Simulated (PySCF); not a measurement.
ethylamine cation (C2H7N), SMILES CCN (connectivity only; charge and spin as stated), charge +1, multiplicity 2.

Geometry: PBE-D3(BJ)/def2-TZVP. The spin state was assumed, not searched. Other conformers were not sampled.

All values below come from PBE-D3(BJ)/def2-TZVP run with PySCF.

Frequencies are harmonic and unscaled.

```tsv
mode	ν (cm⁻¹)	IR (km/mol)	moving atoms (share of kinetic energy)
1	107	8.4	H 96 %
2	215	4.6	H 94 %
3	394	0.7	H 43 %, C 36 %, N 20 %
4	597	113.1	H 86 %, C 12 %
5	694	38.8	H 74 %, N 16 %, C 10 %
6	890	18.0	C 49 %, H 32 %, N 20 %
7	929	7.6	H 85 %, C 10 %
8	1005	8.7	H 71 %, C 25 %
9	1097	37.8	H 44 %, C 39 %, N 17 %
10	1125	1.1	H 86 %, C 13 %
11	1137	39.0	H 61 %, C 35 %
12	1268	58.9	H 88 %, N 10 %
13	1321	4.7	H 58 %, C 39 %
14	1376	22.9	H 76 %, C 24 %
15	1426	17.8	H 97 %
16	1427	12.8	H 96 %
17	1578	46.1	H 87 %, N 12 %
18	2731	24.2	H 93 %
19	2780	97.3	H 94 %
20	2982	13.0	H 97 %
21	3051	0.2	H 91 %, C 9 %
22	3083	0.5	H 91 %, C 9 %
23	3377	123.9	H 96 %
24	3491	130.0	H 90 %, N 10 %
```
